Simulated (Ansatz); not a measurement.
## Abstraction of F: C3H5F + CH3 → C3H5 + CH3F

Species: C3H5F (allyl fluoride) `C=CCF`, singlet; CH3 (methyl radical) `[CH3]`, doublet; C3H5 `[CH2]C=C`, doublet; CH3F (fluoromethane) `CF`, singlet. A radical takes F: the energy is the difference in strength between two C–F bonds in different surroundings.

Shapes, held fixed at every level: PBE0-D4/def2-TZVP. Flexible molecules stand in one conformer, not always the lowest. Programs: Ansatz 0.2.0. Electronic energies: no zero-point or thermal term.

```csv
level,kind,ΔE (kJ/mol),CPU time (sum over the molecules)
PBE-D4/def2-TZVPP,GGA,-68.9,10 s
r2SCAN-D4/def2-TZVPP,meta-GGA,-66.2,20 s
B3LYP-D4/def2-TZVPP,global hybrid,-67.1,13 s
PBE0-D4/def2-TZVPP,global hybrid,-65.8,10 s
wB97M-V/def2-TZVPP,range-separated hybrid,-60.3,37 s
wB97X-V/def2-TZVPP,range-separated hybrid,-62.5,28 s
B2PLYP/def2-TZVPP,double hybrid,-60.3,16 s
```

B2PLYP/def2-TZVPP gives ΔE = -60.3 kJ/mol; the levels span -68.9 to -60.3. The median of the levels is -65.8. No measured value is set beside it here. Spin contamination: C3H5 (⟨S²⟩ up to 0.95). Open shells run unrestricted. Times are processor times on shared x86 and Arm servers, and rough.
